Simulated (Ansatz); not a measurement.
This Ansatz (a quantum-chemistry and plane-wave program) input (HF/aug-cc-pV(T+d)Z) gives -329.69662 Eh with 216 basis functions. A basis named .json is the Basis Set Exchange file of that set (core-valence sets with the plain set on hydrogen).

Ansatz 0.2 input:
```yaml
crystal:
  periodic: [false, false, false]
  atoms:
    - {symbol: C, position_ang: [-0.00973717, 0.14109779, -1.26067338]}
    - {symbol: Si, position_ang: [0.00458397, -0.06712142, 0.56953855]}
    - {symbol: H, position_ang: [-0.92502358, 0.27576638, -1.82585964]}
    - {symbol: H, position_ang: [0.89715728, 0.17658197, -1.85330504]}
    - {symbol: H, position_ang: [-0.01250272, 1.24978383, 1.26161923]}
    - {symbol: H, position_ang: [-1.19315147, -0.82096845, 1.01280927]}
    - {symbol: H, position_ang: [1.22776798, -0.78805063, 0.99523664]}
basis:
  gaussian:
    orbitals: aug-cc-pV_T+d_Z.json
    fitting: {mean_field: cc-pV5Z-JKFIT.json}
hamiltonian:
  xc: {name: HF}
magnetization: {spin_polarized: true, initial_magnetization: 1}
```

Change:
```diff
- fitting: {mean_field: cc-pV5Z-JKFIT.json}
+ fitting: {mean_field: cc-pVQZ-JKFIT.json}
```

Question: What does the run give now?

Answer: -329.69659 Eh (HF/aug-cc-pV(T+d)Z, 216 functions), a change of +0.03 mEh.
